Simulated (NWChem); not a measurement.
System: N$_{2}$ cation, doublet

Here is an NWChem input.

```
start job
memory heap 200 mb stack 900 mb global 1100 mb
charge 1
geometry units angstroms noautosym nocenter noautoz
  N      0.000000     0.000000    -0.561364
  N      0.000000     0.000000     0.561364
end
basis spherical
  * library def2-tzvpp
end
dft
  odft
  mult 2
  xc pbe0
  iterations 150
end
cosmo
  do_cosmo_smd true
  solvent water
end
task dft energy
```

Excerpt of the output:

```
             Northwest Computational Chemistry Package (NWChem) 7.3.0
             --------------------------------------------------------

                             Geometry "geometry" -> ""
                             -------------------------

 Output coordinates in angstroms (scale by  1.889725989 to convert to a.u.)

  No.       Tag          Charge          X              Y              Z
 ---- ---------------- ---------- -------------- -------------- --------------
    1 N                    7.0000     0.00000000     0.00000000    -0.56136400
    2 N                    7.0000     0.00000000     0.00000000     0.56136400

 Effective nuclear repulsion energy (a.u.)      23.0952512104

                                 NWChem DFT Module
                                 -----------------

 Summary of "ao basis" -> "ao basis" (spherical)
 ------------------------------------------------------------------------------
       Tag                 Description            Shells   Functions and Types
 ---------------- ------------------------------  ------  ---------------------
 N                         def2-tzvpp               11       31   5s3p2d1f

 in cosmo_initialize ...
 calling solv_data for solv:h2o

 solvent parameters
 solvname_short: h2o
 solvname_long:  water
 dielec:       78.4000
 dielecinf:     1.7769
 aqueous SMD model solvent descriptors
 dielec:       78.4000
 sola:          0.8200

          ---------------
          -cosmo- solvent
          ---------------
 Cosmo: York-Karplus, doi: 10.1021/jp992097l
 dielectric constant -eps-     =  78.40
 screen = (eps-1)/(eps    )    =   0.98724
 surface charge correction     = lagrangian

   van der Waals surface
 --------------------------

 ---------- ATOMIC COORDINATES (A.U.) ------------ VDWR(ANG.) --
     1    0.00000000    0.00000000   -1.06082414     1.890
     2    0.00000000    0.00000000    1.06082414     1.890
 number of segments per atom =        128
 number of   points per atom =        128
 atom (   nspa,  nppa )
 ----------------------
    1 (     92,     0 )       0
    2 (     92,     0 )       0
 number of -cosmo- surface points =      184
 molecular surface =     61.703 angstrom**2
 molecular volume  =     41.490 angstrom**3
 -lineq- algorithm             =   0
 -bem- low  level              =   3
 -bem- from -octahedral-
 gaussian surface charge width =   4.50000
 degree of switching           =   1.00000
 switching function tolerance  =   0.00010
 atomic radii =
 --------------
    1  7.000  1.890
    2  7.000  1.890
 ...... end of -cosmo- initialization ......

 nat:                     2
 ixmem:                   309
 calling mnsol_interface()
 G(SMD-CDS) energy (kcal/mol)  =     0.000
 SMD-CDS SASA (angstrom**2)    =    61.540

            General Information
            -------------------
          SCF calculation type: DFT
          Wavefunction type:  spin polarized.
          No. of atoms     :     2
          No. of electrons :    13
           Alpha electrons :     7
            Beta electrons :     6
          Charge           :     1
          Spin multiplicity:     2
          Use of symmetry is: off; symmetry adaption is: off
          Maximum number of iterations: 150
          AO basis - number of functions:    62
                     number of shells:    22
          Convergence on energy requested:  1.00D-06
          Convergence on density requested:  1.00D-05
          Convergence on gradient requested:  5.00D-04

              XC Information
              --------------
                         PBE0 Method XC Functional
                     Hartree-Fock (Exact) Exchange  0.250
          PerdewBurkeErnzerhof Exchange Functional  0.750
            Perdew 1991 LDA Correlation Functional  1.000 local
           PerdewBurkeErnz. Correlation Functional  1.000 non-local

             Grid Information
             ----------------
          Grid used for XC integration:  medium
          Radial quadrature: Mura-Knowles
          Angular quadrature: Lebedev.
          Tag              B.-S. Rad. Rad. Pts. Rad. Cut. Ang. Pts.
          ---              ---------- --------- --------- ---------
          N                   0.65       49           6.0       434
          Grid pruning is: on
          Number of quadrature shells:    98
          Spatial weights used:  Erf1

      Superposition of Atomic Density Guess
      -------------------------------------

 Sum of atomic energies:        -108.62310363

 Renormalizing density from      14.00 to     13

      Non-variational initial energy
      ------------------------------

 Total energy =    -103.644497
 1-e energy   =    -179.181532
 2-e energy   =      52.441783
 HOMO         =      -0.960999
 LUMO         =      -0.521259

   convergence    iter        energy       DeltaE   RMS-Dens  Diis-err
 ---------------- ----- ----------------- --------- --------- ---------
     COSMO gas phase
 d= 0,ls=0.0,diis     1   -108.8527835663 -1.32D+02  2.97D-03  9.67D-02
                                                     1.96D-03  8.31D-02
 d= 0,ls=0.0,diis     2   -108.8659655249 -1.32D-02  3.53D-04  2.61D-03
                                                     6.18D-04  3.05D-03
 d= 0,ls=0.0,diis     3   -108.8668900244 -9.24D-04  1.53D-04  4.04D-04
                                                     1.34D-04  2.73D-04
 d= 0,ls=0.0,diis     4   -108.8670126219 -1.23D-04  2.88D-05  3.10D-06
                                                     3.27D-05  3.51D-06
 d= 0,ls=0.0,diis     5   -108.8670150570 -2.44D-06  1.70D-06  3.96D-08
                                                     4.99D-06  8.18D-08
 d= 0,ls=0.0,diis     6   -108.8670150898 -3.27D-08  6.94D-07  3.81D-09
                                                     2.98D-07  1.24D-09

   convergence    iter        energy       DeltaE   RMS-Dens  Diis-err
 ---------------- ----- ----------------- --------- --------- ---------
     COSMO solvation phase
 d= 0,ls=0.0,diis     1   -108.9900874985 -1.23D-01  3.74D-04  5.36D-05
                                                     4.95D-04  3.93D-05
 d= 0,ls=0.0,diis     2   -108.9901128699 -2.54D-05  3.55D-05  4.57D-06
                                                     3.40D-05  3.77D-06
 d= 0,ls=0.0,diis     3   -108.9901151862 -2.32D-06  8.02D-06  4.09D-07
                                                     8.33D-06  2.79D-07
 d= 0,ls=0.0,diis     4   -108.9901149902  1.96D-07  1.28D-06  3.93D-09
                                                     1.38D-06  5.16D-09

[...]

                                COSMO-SMD solvation results
                                ---------------------------

             internal energy in gas <Psi(g)|H|Psi(g)> =      -108.867015089766
         internal energy in solvent <Psi(s)|H|Psi(s)> =      -108.866979161033
                               delta internal energy  =         0.000035928733 (    0.02 kcal/mol)
   total free energy in solvent <Psi(s)|H+V/2|Psi(s)> =      -108.990114990162
 polarization energy contribution <Psi(s)|V/2|Psi(s)> =        -0.123135829129 (  -77.27 kcal/mol)
    total free energy in solvent including G(SMD-CDS) =      -108.990114990162
                       G(SMD-CDS) energy contribution =         0.000000000000 (    0.00 kcal/mol)
     1 M fixed-concentration free energy of solvation =        -0.123099900397 (  -77.25 kcal/mol)

                    DFT Final Alpha Molecular Orbital Analysis
                    ------------------------------------------

 Vector    5  Occ=1.000000D+00  E=-6.749131D-01
              MO Center= -5.5D-09,  4.4D-09,  1.4D-04, r^2= 1.2D+00
   Bfn.  Coefficient  Atom+Function         Bfn.  Coefficient  Atom+Function
  ----- ------------  ---------------      ----- ------------  ---------------
     8      0.361903  1 N  pz                39     -0.361924  2 N  pz
    11      0.251795  1 N  pz                42     -0.251812  2 N  pz
     4     -0.225395  1 N  s                 35     -0.225469  2 N  s
     3     -0.114500  1 N  s                 34     -0.114550  2 N  s
     5     -0.105138  1 N  s                 36     -0.105163  2 N  s

 Vector    6  Occ=1.000000D+00  E=-6.434912D-01
              MO Center=  1.2D-10,  3.3D-10, -2.1D-05, r^2= 8.2D-01
   Bfn.  Coefficient  Atom+Function         Bfn.  Coefficient  Atom+Function
  ----- ------------  ---------------      ----- ------------  ---------------
     7      0.259614  1 N  py                38      0.259601  2 N  py
     6      0.228955  1 N  px                37      0.228944  2 N  px
    10      0.214669  1 N  py                41      0.214659  2 N  py
     9      0.189318  1 N  px                40      0.189309  2 N  px
    13      0.060066  1 N  py                44      0.060063  2 N  py

 Vector    7  Occ=1.000000D+00  E=-6.434912D-01
              MO Center=  5.2D-09, -4.5D-09, -2.1D-05, r^2= 8.2D-01
   Bfn.  Coefficient  Atom+Function         Bfn.  Coefficient  Atom+Function
  ----- ------------  ---------------      ----- ------------  ---------------
     6      0.259614  1 N  px                37      0.259601  2 N  px
     7     -0.228955  1 N  py                38     -0.228944  2 N  py
     9      0.214669  1 N  px                40      0.214659  2 N  px
    10     -0.189318  1 N  py                41     -0.189309  2 N  py
    12      0.060066  1 N  px                43      0.060063  2 N  px

 Vector    8  Occ=0.000000D+00  E=-1.970582D-01
              MO Center=  8.4D-10, -9.9D-10,  1.9D-05, r^2= 1.1D+00
   Bfn.  Coefficient  Atom+Function         Bfn.  Coefficient  Atom+Function
  ----- ------------  ---------------      ----- ------------  ---------------
     7      0.294174  1 N  py                38     -0.294179  2 N  py
    10      0.272674  1 N  py                41     -0.272681  2 N  py
     6     -0.258968  1 N  px                37      0.258973  2 N  px
     9     -0.240042  1 N  px                40      0.240048  2 N  px
    13      0.227714  1 N  py                44     -0.227721  2 N  py

 Vector    9  Occ=0.000000D+00  E=-1.970582D-01
              MO Center=  6.9D-11,  2.6D-10,  1.9D-05, r^2= 1.1D+00
   Bfn.  Coefficient  Atom+Function         Bfn.  Coefficient  Atom+Function
  ----- ------------  ---------------      ----- ------------  ---------------
     6      0.294174  1 N  px                37     -0.294179  2 N  px
     9      0.272674  1 N  px                40     -0.272681  2 N  px
     7      0.258968  1 N  py                38     -0.258973  2 N  py
    10      0.240042  1 N  py                41     -0.240048  2 N  py
    12      0.227714  1 N  px                43     -0.227721  2 N  px

 Vector   10  Occ=0.000000D+00  E= 1.832434D-01
              MO Center= -1.5D-08,  1.6D-08, -1.0D-04, r^2= 3.1D+00
   Bfn.  Coefficient  Atom+Function         Bfn.  Coefficient  Atom+Function
  ----- ------------  ---------------      ----- ------------  ---------------
     5     -1.197153  1 N  s                 36     -1.197366  2 N  s
     4      1.174716  1 N  s                 35      1.174556  2 N  s
    11     -0.139307  1 N  pz                42      0.139355  2 N  pz
     2     -0.078875  1 N  s                 33     -0.078866  2 N  s
     8     -0.071946  1 N  pz                39      0.071943  2 N  pz

                     DFT Final Beta Molecular Orbital Analysis
                     -----------------------------------------

 Vector    4  Occ=1.000000D+00  E=-6.918938D-01
              MO Center=  4.8D-10, -2.8D-10, -4.2D-05, r^2= 1.2D+00
   Bfn.  Coefficient  Atom+Function         Bfn.  Coefficient  Atom+Function
  ----- ------------  ---------------      ----- ------------  ---------------
     4      0.441364  1 N  s                 35     -0.441355  2 N  s
     3      0.285275  1 N  s                 34     -0.285268  2 N  s
     2     -0.174707  1 N  s                 33      0.174704  2 N  s
     5      0.166916  1 N  s                 36     -0.166913  2 N  s
     8     -0.137074  1 N  pz                39     -0.137049  2 N  pz

 Vector    5  Occ=1.000000D+00  E=-6.306615D-01
              MO Center=  1.6D-10,  1.9D-10, -1.9D-05, r^2= 8.1D-01
   Bfn.  Coefficient  Atom+Function         Bfn.  Coefficient  Atom+Function
  ----- ------------  ---------------      ----- ------------  ---------------
     7      0.255571  1 N  py                38      0.255559  2 N  py
     6      0.229278  1 N  px                37      0.229267  2 N  px
    10      0.211105  1 N  py                41      0.211096  2 N  py
     9      0.189387  1 N  px                40      0.189378  2 N  px
    13      0.061687  1 N  py                44      0.061685  2 N  py

 Vector    6  Occ=1.000000D+00  E=-6.306615D-01
              MO Center=  2.1D-09, -1.9D-09, -1.9D-05, r^2= 8.1D-01
   Bfn.  Coefficient  Atom+Function         Bfn.  Coefficient  Atom+Function
  ----- ------------  ---------------      ----- ------------  ---------------
     6      0.255571  1 N  px                37      0.255559  2 N  px
     7     -0.229278  1 N  py                38     -0.229267  2 N  py
     9      0.211105  1 N  px                40      0.211096  2 N  px
    10     -0.189387  1 N  py                41     -0.189378  2 N  py
    12      0.061687  1 N  px                43      0.061685  2 N  px

 Vector    7  Occ=0.000000D+00  E=-4.640795D-01
              MO Center= -2.4D-09,  1.8D-09,  4.5D-05, r^2= 1.3D+00
   Bfn.  Coefficient  Atom+Function         Bfn.  Coefficient  Atom+Function
  ----- ------------  ---------------      ----- ------------  ---------------
     8      0.347423  1 N  pz                39     -0.347424  2 N  pz
    11      0.248803  1 N  pz                42     -0.248802  2 N  pz
     4     -0.197453  1 N  s                 35     -0.197484  2 N  s
     5     -0.157243  1 N  s                 36     -0.157263  2 N  s
     3     -0.090898  1 N  s                 34     -0.090916  2 N  s

 Vector    8  Occ=0.000000D+00  E=-1.730365D-01
              MO Center= -5.7D-10,  6.9D-10,  1.8D-05, r^2= 1.1D+00
   Bfn.  Coefficient  Atom+Function         Bfn.  Coefficient  Atom+Function
  ----- ------------  ---------------      ----- ------------  ---------------
     7      0.299145  1 N  py                38     -0.299149  2 N  py
    10      0.279494  1 N  py                41     -0.279500  2 N  py
     6     -0.252287  1 N  px                37      0.252290  2 N  px
    13      0.243420  1 N  py                44     -0.243428  2 N  py
     9     -0.235714  1 N  px                40      0.235719  2 N  px

 Vector    9  Occ=0.000000D+00  E=-1.730365D-01
              MO Center= -1.3D-10, -1.7D-10,  1.8D-05, r^2= 1.1D+00
   Bfn.  Coefficient  Atom+Function         Bfn.  Coefficient  Atom+Function
  ----- ------------  ---------------      ----- ------------  ---------------
     6      0.299145  1 N  px                37     -0.299149  2 N  px
     9      0.279494  1 N  px                40     -0.279500  2 N  px
     7      0.252287  1 N  py                38     -0.252290  2 N  py
    12      0.243420  1 N  px                43     -0.243428  2 N  px
    10      0.235714  1 N  py                41     -0.235719  2 N  py

   alpha - beta orbital overlaps
   -----------------------------

   alpha      1      2      3      4      5      6      7      8      9     10
    beta      1      2      3      4      7      5      6      8      9     10
 overlap   1.000  1.000  1.000  0.998  0.998  1.000  1.000  1.000  1.000  0.995

   alpha     11     12     13     14     15     16     17     18     19     20
    beta     11     12     13     14     15     16     17     18     19     20
 overlap   1.000  1.000  1.000  0.996  1.000  1.000  0.989  0.990  1.000  1.000

   alpha     21     22     23     24     25     26     27     28     29     30
    beta     21     22     23     24     25     26     27     28     29     30
 overlap   1.000  1.000  1.000  1.000  0.999  0.991  0.991  0.999  0.999  1.000

[...]
```

Level: PBE0/def2-TZVPP, spin-unrestricted, SMD on the gas-phase geometry. Geometry: optimised at PBE-D3(BJ)/def2-SVP, spin-unrestricted. No stability test was run on the SCF state. Solvent: water.
